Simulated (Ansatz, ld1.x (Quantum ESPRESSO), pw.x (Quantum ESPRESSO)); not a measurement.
What a changed setting does to a pw.x run (fcc S)

Potential: norm-conserving Troullier–Martins (Kleinman–Bylander form), ld1.x (Quantum ESPRESSO) 7.5, PBEsol; core [Ne], reference 3s2 3p4; waves: 3s (bound): rc 1.25 bohr; 3p (bound): rc 1.65 bohr; 3d channel at 0.16 Ry: rc 1.35 bohr; local part: all-electron potential smoothed inside 1.15 bohr (lloc = -1); core correction: a·sin(br)/r model core inside 1.00 bohr.

The reference run (k-mesh 14³, cutoffs 85/340 Ry, Fermi–Dirac 0.01 Ry, mixing_beta 0.4, conv_thr 1e-9, no spin) gives -1.02 GPa at 14.990 Å³/atom, where all-electron LAPW gives -0.29 GPa. This run, with its own iteration cap, changes ecutrho/ecutwfc to 2.

```
&control
  calculation='scf', prefix='x', pseudo_dir='./', outdir='./tmp', tstress=.true., disk_io='none'
/
&system
  ibrav=0, nat=1, ntyp=1, ecutwfc=85, ecutrho=170, nbnd=10,
  occupations='smearing', smearing='fd', degauss=0.01
/
&electrons
  conv_thr=1e-09, mixing_beta=0.4, electron_maxstep=60
/
ATOMIC_SPECIES
S 1.0 S.UPF
CELL_PARAMETERS angstrom
  0.00000000 1.95699874 1.95699874
  1.95699874 0.00000000 1.95699874
  1.95699874 1.95699874 0.00000000
ATOMIC_POSITIONS crystal
S 0.0000 0.0000 0.0000
K_POINTS automatic
14 14 14 0 0 0
```

```bash
pw.x < S.scf.in > S.scf.out
```

Task: How does the run end?

Result: It converges in 6 iterations; the free energy moves by +1.1 meV/atom and the pressure by +0.02 GPa. Below 4 the density is truncated and F is no longer variational, so a small shift in one case is no licence.

```
Message from routine set_cutoff:
     ecutrho < 4*ecutwfc, are you sure?
     Message from routine setup:
     using ibrav=0 with symmetry is DISCOURAGED, use correct ibrav instead
     lattice parameter (alat)  =       5.2300  a.u.
     unit-cell volume          =     101.1575 (a.u.)^3
     number of electrons       =         6.00
     number of Kohn-Sham states=           10
     kinetic-energy cutoff     =      85.0000  Ry
     charge density cutoff     =     170.0000  Ry
     scf convergence threshold =      1.0E-09
     Exchange-correlation= PBESOL
     number of k points=   104  Fermi-Dirac smearing, width (Ry)=  0.0100
     iteration #  1     ecut=    85.00 Ry     beta= 0.40
     total energy              =     -21.77007281 Ry
     estimated scf accuracy    <       0.00111963 Ry
     iteration #  2     ecut=    85.00 Ry     beta= 0.40
     total energy              =     -21.77003717 Ry
     estimated scf accuracy    <       0.00023476 Ry
     iteration #  3     ecut=    85.00 Ry     beta= 0.40
     total energy              =     -21.77006788 Ry
     estimated scf accuracy    <       0.00000361 Ry
     iteration #  4     ecut=    85.00 Ry     beta= 0.40
     total energy              =     -21.77006881 Ry
     estimated scf accuracy    <          8.4E-09 Ry
     iteration #  5     ecut=    85.00 Ry     beta= 0.40
     total energy              =     -21.77006882 Ry
     estimated scf accuracy    <          2.9E-09 Ry
     iteration #  6     ecut=    85.00 Ry     beta= 0.40
     the Fermi energy is     9.9161 ev
!    total energy              =     -21.77006882 Ry
     estimated scf accuracy    <          4.7E-10 Ry
     smearing contrib. (-TS)   =      -0.00353722 Ry
     The total energy is F=E-TS. E is the sum of the following terms:
     one-electron contribution =       5.76564480 Ry
     hartree contribution      =       0.85167943 Ry
     xc contribution           =      -6.06821469 Ry
     ewald contribution        =     -22.31564114 Ry
     convergence has been achieved in   6 iterations
          total   stress  (Ry/bohr**3)                   (kbar)     P=      -10.01
     Message from routine punch:
     Nothing written, as per user request (disk_io='none')
```

The run took about 9.2 s on one core of a shared host (Neoverse-V1, 32 threads, 247 GiB, load 17).
